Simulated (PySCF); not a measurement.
**[PO2]+ (SMILES O=[P+]=O) at PBE/STO-6G**

What is the vertical ionisation energy of [PO2]+ at PBE/STO-6G? The job is set up through a Python script.

The results are computed with PySCF 2.14.0.

10 further runs of the same task are left out: 1 that didn't finish, 9 set aside as unsound or not needed.

### 1 The molecule

The species is [PO2]+ (3 atoms), meant as a singlet with charge +1. SMILES: `O=[P+]=O`. The coordinates come from a GFN2-xTB relaxation.

Bond lengths: O1–P2 1.407 Å, P2–O3 1.408 Å. Angles: O1–P2–O3 179.9°.

### 2 The energy at PBE/STO-6G

Input file input.py:

```python
from pyscf import gto, dft

mol = gto.M(
    atom='O 0.792290 1.025900 0.548180; P 0.000230 -0.000210 0.000340; O -0.792520 -1.025690 -0.548520',
    verbose=4,
    basis='sto-6g',
    max_memory=1860,
    spin=0,
    charge=1,
)

mf = dft.RKS(mol)
mf.xc = 'pbe'
mf.conv_tol = 1e-10
mf.grids.level = 5
mf.kernel()
if not mf.converged:
    mf = mf.newton().run(mf.mo_coeff, mf.mo_occ)

energy = mf.e_tot
print('E = %.10f Eh' % energy)
```

Launch:

```console
OMP_NUM_THREADS=1 python input.py
```

Log:

```text
PySCF version 2.14.0

[INPUT] num. atoms = 3
[INPUT] num. electrons = 30
[INPUT] charge = 1
[INPUT] spin (= nelec alpha-beta = 2S) = 0
[INPUT] symmetry False subgroup None
[INPUT] Mole.unit = angstrom
[INPUT] Symbol           X                Y                Z      unit          X                Y                Z       unit  Magmom
[INPUT]  1 O      0.792290000000   1.025900000000   0.548180000000 AA    1.497211111232   1.938670031191   1.035910066964 Bohr   0.0
[INPUT]  2 P      0.000230000000  -0.000210000000   0.000340000000 AA    0.000434637009  -0.000396842486   0.000642506882 Bohr   0.0
[INPUT]  3 O     -0.792520000000  -1.025690000000  -0.548520000000 AA   -1.497645748240  -1.938273188705  -1.036552573846 Bohr   0.0

nuclear repulsion = 102.269077003964
number of shells = 11
number of NR pGTOs = 114
number of NR cGTOs = 19
basis = sto-6g
ecp = {}

******** <class 'pyscf.dft.rks.RKS'> ********
method = RKS
initial guess = minao
damping factor = 0
level_shift factor = 0
DIIS = <class 'pyscf.scf.diis.CDIIS'>
diis_start_cycle = 1
diis_space = 8
diis_damp = 0
SCF conv_tol = 1e-10
SCF conv_tol_grad = None
SCF max_cycles = 50
direct_scf = True
direct_scf_tol = 1e-13
XC library pyscf.dft.libxc version 7.0.0
    S. Lehtola, C. Steigemann, M. J.T. Oliveira, and M. A.L. Marques.,  SoftwareX 7, 1–5 (2018)
XC functionals = pbe
    J. P. Perdew, K. Burke, and M. Ernzerhof.,  Phys. Rev. Lett. 77, 3865 (1996)
    J. P. Perdew, K. Burke, and M. Ernzerhof.,  Phys. Rev. Lett. 78, 1396 (1997)
    J. P. Perdew, K. Burke, and M. Ernzerhof.,  Phys. Rev. Lett. 77, 3865 (1996)
    J. P. Perdew, K. Burke, and M. Ernzerhof.,  Phys. Rev. Lett. 78, 1396 (1997)
radial grids:
    Treutler-Ahlrichs [JCP 102, 346 (1995); DOI:10.1063/1.469408] (M4) radial grids

becke partition: Becke, JCP 88, 2547 (1988); DOI:10.1063/1.454033
pruning grids: <function nwchem_prune>
grids dens level: 5
symmetrized grids: False
atomic radii adjust function: <function treutler_atomic_radii_adjust>
small_rho_cutoff = 0
Set gradient conv threshold to 1e-05
Initial guess from minao.
tot grids = 129544
init E= -490.238599097857
  HOMO = -0.387211605307756  LUMO = -0.122187234072335  gap/eV = 7.21168
cycle= 1 E= -488.725922410301  delta_E= 1.51  |g|= 1.11  |ddm|= 3.04
  HOMO = -0.302492397564038  LUMO = -0.215984953584663  gap/eV = 2.35399
cycle= 2 E= -487.743104874581  delta_E= 0.983  |g|= 1.69  |ddm|= 4.75
  HOMO = -0.541973889382934  LUMO = -0.370010413403445  gap/eV = 4.67936
cycle= 3 E= -489.183171293206  delta_E= -1.44  |g|= 0.256  |ddm|= 3.63
  HOMO = -0.542722489963055  LUMO = -0.385424999819672  gap/eV = 4.28028
cycle= 4 E= -489.203685532489  delta_E= -0.0205  |g|= 0.0882  |ddm|= 0.317
  HOMO = -0.541712117509425  LUMO = -0.385031833431085  gap/eV = 4.26349
cycle= 5 E= -489.203522820972  delta_E= 0.000163  |g|= 0.0933  |ddm|= 0.149
  HOMO = -0.538765587787985  LUMO = -0.383631178619451  gap/eV = 4.22142
cycle= 6 E= -489.205864620531  delta_E= -0.00234  |g|= 0.00949  |ddm|= 0.0894
  HOMO = -0.538227400441731  LUMO = -0.383416044404498  gap/eV = 4.21263
cycle= 7 E= -489.205893857817  delta_E= -2.92e-05  |g|= 0.00183  |ddm|= 0.012
  HOMO = -0.538085429692855  LUMO = -0.383367858101941  gap/eV = 4.21008
cycle= 8 E= -489.205894944355  delta_E= -1.09e-06  |g|= 0.000143  |ddm|= 0.00223
  HOMO = -0.538075624033238  LUMO = -0.383366308771135  gap/eV = 4.20985
cycle= 9 E= -489.205894951081  delta_E= -6.73e-09  |g|= 3.44e-06  |ddm|= 0.000198
  HOMO = -0.538075861997176  LUMO = -0.38336636787944  gap/eV = 4.20986
cycle= 10 E= -489.205894951085  delta_E= -4.43e-12  |g|= 3.44e-07  |ddm|= 4.21e-06
  HOMO = -0.538075909911141  LUMO = -0.383366376021943  gap/eV = 4.20986
Extra cycle  E= -489.205894951084  delta_E= 1.25e-12  |g|= 2.07e-06  |ddm|= 2.35e-06
converged SCF energy = -489.205894951084
E = -489.2058949511 Eh
```

Wall time 2.8 s (1 thread of Arm Neoverse V2, shared host); peak memory 0.19 GiB.

### 3 Doublet [PO2]2+ at the same level

Input file job.py:

```python
from pyscf import gto, dft

mol = gto.M(
    atom='''
O      1.497211     1.938670     1.035910
P      0.000435    -0.000397     0.000643
O     -1.497646    -1.938273    -1.036553
''',
    unit='bohr',
    spin=1,
    basis='sto-6g',
    verbose=4,
    charge=2,
    max_memory=1860,
)

mf = dft.UKS(mol)
mf.xc = 'pbe'
mf.conv_tol = 1e-10
mf.grids.level = 5
mf.kernel()
if not mf.converged:
    mf = mf.newton().run(mf.mo_coeff, mf.mo_occ)

e_tot = mf.e_tot
print('E(%s) = %.9f' % ('PBE', e_tot))
```

Launch:

```console
OMP_NUM_THREADS=1 python job.py
```

Log:

```text
PySCF version 2.14.0

[INPUT] num. atoms = 3
[INPUT] num. electrons = 29
[INPUT] charge = 2
[INPUT] spin (= nelec alpha-beta = 2S) = 1
[INPUT] symmetry False subgroup None
[INPUT] Mole.unit = bohr
[INPUT] Symbol           X                Y                Z      unit          X                Y                Z       unit  Magmom
[INPUT]  1 O      0.792289941139   1.025899983494   0.548179964564 AA    1.497211000000   1.938670000000   1.035910000000 Bohr   0.0
[INPUT]  2 P      0.000230192087  -0.000210083353   0.000340260947 AA    0.000435000000  -0.000397000000   0.000643000000 Bohr   0.0
[INPUT]  3 O     -0.792520133225  -1.025689900142  -0.548520225511 AA   -1.497646000000  -1.938273000000  -1.036553000000 Bohr   0.0

nuclear repulsion = 102.269075863165
number of shells = 11
number of NR pGTOs = 114
number of NR cGTOs = 19
basis = sto-6g
ecp = {}

[... 36 lines left out ...]
WARN: beta  nocc = 14  HOMO -0.387211630291847 >= LUMO -0.387211600114413
[... 1 line left out ...]
WARN: HOMO -0.387211600114414 >= LUMO -0.387211600114413
[... 46 lines left out ...]
converged SCF energy = -488.47184598339  <S^2> = 0.77161208  2S+1 = 2.0214966
E(PBE) = -488.471845983
```

Run time: 4.2 s. Hardware: 1 thread of Arm Neoverse V2, shared host; peak memory 0.2 GiB.

### 4 What came out

Level: PBE/STO-6G.

```
                                            quantity          value
                        singlet [PO2]+: total energy  -489.20589 Eh
                         singlet [PO2]+: HOMO energy      -14.64 eV
                         singlet [PO2]+: LUMO energy      -10.43 eV
                       singlet [PO2]+: HOMO–LUMO gap        4.21 eV
                       doublet [PO2]2+: total energy  -488.47185 Eh
 doublet [PO2]2+: HOMO energy (highest over α and β)      -25.54 eV
  doublet [PO2]2+: LUMO energy (lowest over α and β)      -25.20 eV
                               doublet [PO2]2+: ⟨S²⟩          0.772
vertical ionisation energy (to the doublet dication)      19.974 eV
```

**Reading.** The vertical ionisation energy comes to 19.97 eV (1927 kJ/mol). −ε(HOMO) before ionisation, 14.64 eV, is 5.33 eV below this ionisation energy. In a minimal basis such a difference can be off by several eV, whatever the method.
